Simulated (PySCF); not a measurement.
Ligands exchanged one at a time, Al F-OH. Isolated molecules, 0 K electronic values unless said otherwise. One relaxed conformer stands for each flexible species; it need not be the lowest. Strings in code marks are SMILES.

The HOMO from two functionals at the same geometries (PBE0-D3(BJ)/def2-TZVP), both in PySCF: PBE-D3(BJ)/def2-TZVP and PBE0-D3(BJ)/def2-TZVP. 

| species | PBE-D3(BJ)/def2-TZVP (eV) | PBE0-D3(BJ)/def2-TZVP (eV) |
|---|---|---|
| 0 of 3 F replaced by OH | -9.62 | -11.72 |
| 1 of 3 F replaced by OH (`[OH][Al]([F])[F]` (H–O–Al–F torsion 0°)) | -8.19 | -9.94 |
| 2 of 3 F replaced by OH (`[F][Al]([OH])[OH]` (H–O–Al–F torsion 180°, F–Al–O–H torsion 0°)) | -7.62 | -9.36 |
| 3 of 3 F replaced by OH (`[OH][Al]([OH])[OH]`) | -7.29 | -9.02 |

Over these rows, drawn at random from the members with no instability flagged (it was tested for open shells, ions and some series alone), PBE minus PBE0-D3(BJ): mean +1.83 eV, from +1.73 eV to +2.10 eV.
